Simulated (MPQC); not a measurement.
**One shape, several levels: O2 (oxygen)**

We compute a comparison of 3 runs (UHF/STO-3G, ROSPZ81/MINI (Huzinaga), UB3LYP/6-31G*) of O2 (oxygen). 

The calculation is run with MPQC 2.3.1.

4 further runs of the same task are left out: 1 that didn't finish, 3 set aside as unsound or not needed.

**1. The structure to begin with**

The species is O2 (2 atoms), meant as a triplet with charge 0. As SMILES, `O=O`. The coordinates come from a GFN2-xTB relaxation.

Bond lengths: O1–O2 1.210 Å.

**2. Energy and forces at UHF/STO-3G (run 1)**

File mol.in:

```
molecule<Molecule>: (
  symmetry = c1
  unit = angstrom
  { atoms geometry } = {
    O  [ 0.516930      -0.167240       0.266250 ]
    O  [ -0.516930       0.167240      -0.266250 ]
  }
)
basis<GaussianBasisSet>: (
  name = "STO-3G"
  molecule = $:molecule
  basisdir = "."
  puream = yes
)
mpqc: (
  checkpoint = no
  savestate = no
  restart = no
  do_energy = yes
  do_gradient = yes
  optimize = no
  mole<UHF>: (
    molecule = $:molecule
    basis = $:basis
    total_charge = 0
    multiplicity = 3
    memory = 1000000000
    print_evals = yes
    print_npa = yes
    maxiter = 120
    value_accuracy = 1e-08
    guess_wavefunction<UHF>: (
      molecule = $:molecule
      total_charge = 0
      multiplicity = 3
      memory = 1000000000
      value_accuracy = 1e-3
      basis<GaussianBasisSet>: (
        name = "STO-2G"
        molecule = $:molecule
      )
    )
  )
)
```

The basis set STO-3G is read from a file made from the Basis Set Exchange's data (not shown).

Command:

```sh
$ mpqc mol.in > mol.out
```

Standard output:

```text
MPQC: Massively Parallel Quantum Chemistry
[...]
  <S^2>      = 2.003319
  total scf energy = -147.6355666493
[...]
Value of the MolecularEnergy: -147.6355666493
  Gradient of the MolecularEnergy:
      1   -0.0576019506
      2    0.0186356944
      3   -0.0296684650
      4    0.0576019506
      5   -0.0186356944
      6    0.0296684650
  Function Parameters:
    value_accuracy    = 4.122952e-09 (1.000000e-08) (computed)
    gradient_accuracy = 4.122952e-07 (1.000000e-06) (computed)
    hessian_accuracy  = 0.000000e+00 (1.000000e-04)
[...]
      symmetry = c1
[...]
      nbasis = 10
[...]
    nalpha = 9
    nbeta = 7
[...]
```

Wall time 0.1 s (1 thread of Arm Neoverse V1, shared host).

**3. The energy at ROSPZ81/MINI (Huzinaga) (run 2)**

File input.in:

```
% O2
molecule<Molecule>: (
    symmetry = auto
    unit = bohr
    { atoms geometry } = {
        O  [ 0.97685613  -0.31603780   0.50313958 ]
        O  [ -0.97685613   0.31603780  -0.50313958 ]
    }
)
basis<GaussianBasisSet>: (
    name = "MINI (Huzinaga)"
    molecule = $:molecule
    puream = yes
)
mpqc: (
    checkpoint = no
    savestate = no
    restart = no
    do_energy = yes
    do_gradient = no
    optimize = no
    mole<HSOSKS>: (
        molecule = $:molecule
        basis = $:basis
        total_charge = 0
        multiplicity = 3
        memory = 1000000000
        print_evals = yes
        print_npa = yes
        maxiter = 77
        extrap<DIIS>: (
            n = 8
            start = 1
        )
        functional<StdDenFunctional>: ( name = "SPZ81" )
        integrator<RadialAngularIntegrator>: ( grid = fine )
        guess_wavefunction<HSOSHF>: (
            molecule = $:molecule
            total_charge = 0
            multiplicity = 3
            memory = 1000000000
            value_accuracy = 1e-3
            basis<GaussianBasisSet>: (
                name = "STO-3G"
                molecule = $:molecule
            )
        )
    )
)
```

Command:

```sh
$ mpqc input.in > input.out
```

Standard output:

```text
MPQC: Massively Parallel Quantum Chemistry
[...]
  Integrated electron density error = 0.000249018169
  iter     1 energy = -148.2347366060 delta = 7.30658e-01
  Integrated electron density error = 0.000001304866
  iter     2 energy = -148.2370829012 delta = 1.92757e-02
  Integrated electron density error = 0.000000547689
  iter     3 energy = -148.2370621381 delta = 4.27914e-04
  Integrated electron density error = 0.000000547709
  iter     4 energy = -148.2370621400 delta = 1.34571e-05
  Integrated electron density error = 0.000000547708
  iter     5 energy = -148.2370621400 delta = 3.02389e-06
[...]
  LUMO is     3 B3u =   0.144770
  total scf energy = -148.2370621400
Value of the MolecularEnergy: -148.2370621400
[...]
        symmetry = d2h
[...]
        nbasis = 10
[...]
```

Wall time 0.16 s (1 thread of Arm Neoverse V1, shared host).

**4. Energy and forces at UB3LYP/6-31G(d) (spherical functions) (run 3)**

File input.in:

```
molecule<Molecule>: (
  symmetry = c1
  unit = bohr
  { atoms geometry } = {
    O  [ 0.97685613    -0.31603780     0.50313958 ]
    O  [ -0.97685613     0.31603780    -0.50313958 ]
  }
)
basis<GaussianBasisSet>: (
  name = "6-31G*"
  molecule = $:molecule
  basisdir = "."
  puream = yes
)
mpqc: (
  checkpoint = no
  savestate = no
  restart = no
  do_energy = yes
  do_gradient = yes
  optimize = no
  mole<UKS>: (
    molecule = $:molecule
    basis = $:basis
    total_charge = 0
    multiplicity = 3
    memory = 1000000000
    print_evals = yes
    print_npa = yes
    maxiter = 120
    value_accuracy = 1e-08
    functional<StdDenFunctional>: ( name = "B3LYP" )
    integrator<RadialAngularIntegrator>: ( grid = xfine )
    guess_wavefunction<UHF>: (
      molecule = $:molecule
      total_charge = 0
      multiplicity = 3
      memory = 1000000000
      value_accuracy = 1e-3
      basis<GaussianBasisSet>: (
        name = "STO-3G"
        molecule = $:molecule
      )
    )
  )
)
```

The basis set 6-31G* is read from a file made from the Basis Set Exchange's data (not shown).

Command:

```sh
$ mpqc input.in > input.out
```

Standard output:

```text
MPQC: Massively Parallel Quantum Chemistry
[...]
  Integrated electron density error = 0.000082788955
  iter     1 energy = -150.1376947316 delta = 2.09317e-01
  Integrated electron density error = 0.000094589260
  iter     2 energy = -150.3010226103 delta = 3.77262e-02
[...]
  Integrated electron density error = -0.000000013294
  iter    18 energy = -150.3165783857 delta = 3.68826e-08
  Integrated electron density error = -0.000000013294
  iter    19 energy = -150.3165783857 delta = 2.89325e-08
  Integrated electron density error = -0.000000013294
  iter    20 energy = -150.3165783857 delta = 1.16930e-08
[...]
  <S^2>      = 2.006528
  total scf energy = -150.3165783857
[...]
  Integrated electron density error = -0.000000013485
  Total Gradient:
[...]
Value of the MolecularEnergy: -150.3165783857
  Gradient of the MolecularEnergy:
      1   -0.0055523251
      2    0.0017964843
      3   -0.0028594120
      4    0.0055523251
      5   -0.0017964843
      6    0.0028594120
  Unrestricted Kohn-Sham (UKS) Parameters:
    Function Parameters:
      value_accuracy    = 2.979822e-09 (1.000000e-08) (computed)
      gradient_accuracy = 2.979822e-07 (1.000000e-06) (computed)
      hessian_accuracy  = 0.000000e+00 (1.000000e-04)
[...]
        symmetry = c1
[...]
        nbasis = 28
[...]
      nalpha = 9
      nbeta = 7
[...]
```

It took 6.3 s on 1 thread of Arm Neoverse V1, shared host.

**5. Overview of the runs**

| run | level | task | starting guess | energy (Eh) | ⟨S²⟩ | largest force (eV/Å) | wall time |
| --- | --- | --- | --- | --- | --- | --- | --- |
| 1 | UHF/STO-3G | gradient | STO-2G | -147.635567 | 2.003 | 3.467 | 0.1 s |
| 2 | ROSPZ81/MINI (Huzinaga) | energy | STO-3G | -148.237062 | – | – | 0.16 s |
| 3 | UB3LYP/6-31G* (spherical functions) | gradient | STO-3G | -150.316578 | 2.007 | 0.334 | 6.3 s |

**6. What came out**

```
                       quantity          value
            run 3: total energy  -150.31658 Eh
                    run 3: ⟨S²⟩          2.007
run 3: largest force on an atom     0.334 eV/Å
```

Totals of different functionals can't be ranked against each other. In runs 1, 2 the basis is minimal, so the values are rough. All runs together took 6.6 s, the longest 6.3 s.
